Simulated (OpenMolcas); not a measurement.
# triplet [NH2]−, step by step

Aim: the energy (UHF/6-31G), then the energy (CASSCF(2,2)/6-31G), then the energy (CASPT2(2,2)/6-31G), then the energy (SC-NEVPT2(2,2)/6-31G), then a single-point energy (MRCI(2,2)/6-31G) of triplet [NH2]−. 

The calculation is run with OpenMolcas 26.06.

## 1. Starting point

The species is [NH2]− (3 atoms), meant as a triplet with charge -1. As SMILES of the parent species, `[NH2-]`. The coordinates come from a PBE0-D4/def2-TZVPD relaxation. That shape belongs to the parent species and isn't relaxed for this state.

Bond lengths: N1–H2 1.027 Å, N1–H3 1.027 Å. Angles: H2–N1–H3 101.8°.

## 2. A single-point energy at UHF/6-31G (run 1)

The input, step1.input:

```
* H2N Hartree-Fock
>>> EXPORT MOLCAS_PRINT=2
&GATEWAY
BasLib
$CurrDir
Coord
3
bohr
N      0.64666428    -0.38361440     0.31879680
H      0.23716063     1.51404857     0.29479728
H     -0.88382491    -1.13043417    -0.61359407
Basis
6-31G
Group
NoSym
&SEWARD
&SCF
UHF
Charge
-1
Spin
3
Scramble
0.25
PrOrbitals
1 1
```

The basis set 6-31G is read from a file made from the Basis Set Exchange's data (not shown).

Run with:

```sh
$ export MOLCAS_MEM=1860
$ pymolcas step1.input > step1.log
```

The program printed:

```text
--- Start Module: gateway ---
[...]
--- Stop Module: gateway /rc=_RC_ALL_IS_WELL_ ---
--- Start Module: seward ---
[...]
      Basis functions           13
--- Stop Module: seward /rc=_RC_ALL_IS_WELL_ ---
[...]
--- Start Module: scf ---
[...]
       Convergence after  16 Iterations
[...]
::    Total SCF energy                                -55.3298403463
[...]
      Total spin, S                                     1.0020587112
[...]
      Total electronic charge=   10.000000
      Total            charge=   -1.000000
[...]
      Dipole Moment (debye):
      Origin of the operator (angstrom)=    0.2776   -0.1647    0.1369
                   X=  6.6011E-01               Y= -3.9123E-01               Z=  3.2538E-01           Total=  8.3347E-01
      Center of Charge (angstrom)
[...]
--- Stop Module: scf /rc=_RC_ALL_IS_WELL_ ---
[...]
```

It took 2.7 s on 1 thread of Intel Xeon Platinum 8259CL at 2.50GHz (Skylake/Cascade Lake), shared host; peak memory 0.37 GiB.

## 3. A single-point energy at CASSCF(2,2)/6-31G (run 2)

The input, step2.input:

```
* H2N CASSCF
&gateway
baslib = $CurrDir
coord
3
bohr
N      0.64666428    -0.38361440     0.31879680
H      0.23716063     1.51404857     0.29479728
H     -0.88382491    -1.13043417    -0.61359407
basis = 6-31G
group = NoSym
&seward
&rasscf
fileorb = $CurrDir/step1.UnaOrb
spin = 3
nactel = 2 0 0
inactive = 4
ras2 = 2
orblisting = Nothing
```

The basis set 6-31G is read from a file made from the Basis Set Exchange's data (not shown).

Run with:

```sh
$ export MOLCAS_MEM=1860
$ pymolcas step2.input > step2.log
```

The program printed:

```text
--- Start Module: gateway ---
[...]
--- Stop Module: gateway /rc=_RC_ALL_IS_WELL_ ---
--- Start Module: seward ---
[...]
      Basis functions           13
--- Stop Module: seward /rc=_RC_ALL_IS_WELL_ ---
[...]
--- Start Module: rasscf ---
[...]
      Number of active orbitals                  2
[...]
      Spin quantum number                      1.0
[...]
      Active orbitals                            2
[...]
      Number of CSFs                             1
[...]
      Number of root(s) required                 1
[...]
      Convergence after  7 iterations
[...]
      printout of CI-coefficients larger than  0.05 for root  1
      energy=     -55.326527
      conf/sym  11     Coeff  Weight
             1  uu   1.00000 1.00000
      Natural orbitals and occupation numbers for root  1
      sym 1:   1.000000   1.000000
      ************************************************************************************************************************
      *                                                    Final results                                                     *
[...]
::    RASSCF root number  1 Total energy:    -55.32652682
[...]
      Total electronic charge=   10.000000
      Total            charge=   -1.000000
[...]
      Dipole Moment (debye):
      Origin of the operator (angstrom)=    0.2776   -0.1647    0.1369
                   X=  6.3758E-01               Y= -3.7795E-01               Z=  3.1433E-01           Total=  8.0509E-01
      Center of Charge (angstrom)
[...]
--- Stop Module: rasscf /rc=_RC_ALL_IS_WELL_ ---
[...]
```

It took 2.7 s on 1 thread of Intel Xeon Platinum 8259CL at 2.50GHz (Skylake/Cascade Lake), shared host; peak memory 0.37 GiB.

## 4. A single-point energy at CASPT2(2,2)/6-31G (run 3)

The input, step3.inp:

```
>>> EXPORT MOLCAS_PRINT=2
&GATEWAY
BasLib=$CurrDir
Coord
3
bohr
N      0.64666428    -0.38361440     0.31879680
H      0.23716063     1.51404857     0.29479728
H     -0.88382491    -1.13043417    -0.61359407
Basis=6-31G
Group=NoSym
&SEWARD
&RASSCF
FileOrb=$CurrDir/step2.RasOrb
Spin=3
Nactel=2 0 0
Inactive=4
Ras2=2
OrbListing=Nothing
&CASPT2
Imaginary=0.1
Frozen=1
```

The basis set 6-31G is read from a file made from the Basis Set Exchange's data (not shown).

Run with:

```sh
$ export MOLCAS_MEM=1860
$ pymolcas step3.inp > step3.log
```

The program printed:

```text
--- Start Module: gateway ---
[...]
--- Stop Module: gateway /rc=_RC_ALL_IS_WELL_ ---
[...]
      Basis functions           13
[...]
--- Start Module: rasscf ---
[...]
      Number of active orbitals                  2
[...]
      Spin quantum number                      1.0
[...]
      Active orbitals                            2
[...]
      Number of CSFs                             1
[...]
      Number of root(s) required                 1
[...]
      Convergence after  4 iterations
[...]
      printout of CI-coefficients larger than  0.05 for root  1
      energy=     -55.326527
      conf/sym  11     Coeff  Weight
             1  uu   1.00000 1.00000
      Natural orbitals and occupation numbers for root  1
      sym 1:   1.000000   1.000000
      ************************************************************************************************************************
      *                                                    Final results                                                     *
[...]
::    RASSCF root number  1 Total energy:    -55.32652682
[...]
      Total electronic charge=   10.000000
      Total            charge=   -1.000000
[...]
      Dipole Moment (debye):
      Origin of the operator (angstrom)=    0.2776   -0.1647    0.1369
                   X=  6.3757E-01               Y= -3.7796E-01               Z=  3.1433E-01           Total=  8.0508E-01
      Center of Charge (angstrom)
[...]
--- Stop Module: rasscf /rc=_RC_ALL_IS_WELL_ ---
--- Start Module: caspt2 ---
[...]
      E2 (Variational):          -0.0955457223
      Total energy:             -55.4220725397
[...]
      Reference weight:           0.96623
[...]
::    CASPT2 Root  1     Total energy:    -55.42207254
[...]
--- Stop Module: caspt2 /rc=_RC_ALL_IS_WELL_ ---
[...]
```

Run time: 2.8 s. Hardware: 1 thread of Intel Xeon Platinum 8259CL at 2.50GHz (Skylake/Cascade Lake), shared host; peak memory 0.37 GiB.

## 5. The energy at SC-NEVPT2(2,2)/6-31G (run 4)

The input, step4.inp:

```
>>> EXPORT MOLCAS_PRINT=2
&GATEWAY
BasLib=$CurrDir
Coord
3
bohr
N      0.64666428    -0.38361440     0.31879680
H      0.23716063     1.51404857     0.29479728
H     -0.88382491    -1.13043417    -0.61359407
Basis=6-31G
Group=NoSym
&SEWARD
&RASSCF
FileOrb=$CurrDir/step2.RasOrb
Spin=3
Nactel=2 0 0
Inactive=4
Ras2=2
OrbListing=Nothing
&CASPT2
SC-NEVPT2
Frozen=1
```

The basis set 6-31G is read from a file made from the Basis Set Exchange's data (not shown).

Run with:

```sh
$ export MOLCAS_MEM=1860
$ pymolcas step4.inp > step4.log
```

The program printed:

```text
--- Start Module: gateway ---

                                              &GATEWAY

                       available to each process: 1.9 GB of memory, 1 thread

 Basis Set     1 Label: N.6-31G
 Basis set is read from library:.
 basistype.tbl is not found

 Basis Set     2 Label: H.6-31G
 Basis set is read from library:.
 basistype.tbl is not found

++    Symmetry information:
      ---------------------

                    Character Table for C1

[... 203 lines left out ...]
      Note: transformation to natural orbitals
[... 7 lines left out ...]
      Natural orbitals and occupation numbers for root  1
[... 20 lines left out ...]
      Final state energy(ies):
[... 62 lines left out ...]
      Natural orbitals for root   1 are written to the RASORB.1 file
[... 75 lines left out ...]
 Compute H0 matrices for state    1
[... 15 lines left out ...]
--- Stop Module: caspt2 /rc=-6 ---

.########################.
.# Non-zero return code #.
.########################.

    Timing: Wall=2.24 User=1.64 System=0.42
```

Run time: 2.5 s. Hardware: 1 thread of Intel Xeon Platinum 8259CL at 2.50GHz (Skylake/Cascade Lake), shared host; peak memory 0.37 GiB.

The program stopped with an error.

## 6. A single-point energy at MRCI(2,2)/6-31G (run 5)

The input, step5.inp:

```
* H2N MRCI
&GATEWAY
BasLib
$CurrDir
Coord
3
bohr
N      0.64666428    -0.38361440     0.31879680
H      0.23716063     1.51404857     0.29479728
H     -0.88382491    -1.13043417    -0.61359407
Basis
6-31G
Group
NoSym
&SEWARD
&RASSCF
FileOrb
$CurrDir/step2.RasOrb
Spin
3
Nactel
2 0 0
Inactive
4
Ras2
2
OrbListing
Nothing
&MOTRA
LumOrb
Frozen
1
&GUGA
Electrons
8
Spin
3
Inactive
3
Active
2
CIAll
1
&MRCI
SDCI
```

The basis set 6-31G is read from a file made from the Basis Set Exchange's data (not shown).

Run with:

```sh
$ export MOLCAS_MEM=1860
$ pymolcas step5.inp > step5.log
```

The program printed:

```text
--- Start Module: gateway ---
[...]
--- Stop Module: gateway /rc=_RC_ALL_IS_WELL_ ---
[...]
      Basis functions           13
[...]
      Number of active orbitals                  2
[...]
      Spin quantum number                      1.0
[...]
      Active orbitals                            2
[...]
      Number of CSFs                             1
[...]
      Number of root(s) required                 1
[...]
      Convergence after  4 iterations
[...]
      printout of CI-coefficients larger than  0.05 for root  1
      energy=     -55.326527
      conf/sym  11     Coeff  Weight
             1  uu   1.00000 1.00000
      Natural orbitals and occupation numbers for root  1
      sym 1:   1.000000   1.000000
      ************************************************************************************************************************
      *                                                    Final results                                                     *
[...]
::    RASSCF root number  1 Total energy:    -55.32652682
[...]
      Dipole Moment (debye):
      Origin of the operator (angstrom)=    0.2776   -0.1647    0.1369
                   X=  6.3757E-01               Y= -3.7796E-01               Z=  3.1433E-01           Total=  8.0508E-01
      Center of Charge (angstrom)
[...]
--- Start Module: guga ---
[...]
--- Stop Module: guga /rc=_RC_ALL_IS_WELL_ ---
--- Start Module: mrci ---
[...]
       (But an ACPF correction will be computed)
       USE THE DEFAULT ACPF G-VALUE GFAC=  0.25000000000000000
[...]
                      CI ENERGY:   -55.43114068
[...]
                ACPF CORRECTION:    -0.00362698
[...]
      Total electronic charge=   10.000000
      Total            charge=   -1.000000
[...]
     ACPF CORRECTION:     -0.00362698
[...]
  CI State   1     Total energy:    -55.43114068     QDav:     -0.00489251     QACPF:     -0.00362698
[...]
```

It took 3 s on 1 thread of Intel Xeon Platinum 8259CL at 2.50GHz (Skylake/Cascade Lake), shared host; peak memory 0.37 GiB.

## 7. What came out

```
                                            quantity                value
                      run 1, UHF/6-31G: total energy         -55.32984 Eh
run 1, UHF/6-31G: HOMO energy (highest over α and β)              5.20 eV
 run 1, UHF/6-31G: LUMO energy (lowest over α and β)             11.96 eV
                              run 1, UHF/6-31G: ⟨S²⟩                2.006
              run 2, CASSCF(2,2)/6-31G: total energy         -55.32653 Eh
              run 3, CASPT2(2,2)/6-31G: total energy         -55.42207 Eh
                run 5, MRCI(2,2)/6-31G: total energy         -55.43114 Eh
                         run 4, SC-NEVPT2(2,2)/6-31G  no result (crashed)
```

**Reading.** The HOMO (run 1, UHF/6-31G) lies at positive energy, 5.20 eV: the electron is unbound at this level or held by a compact basis; values depend on the basis. 1 of the 5 runs did not end normally.
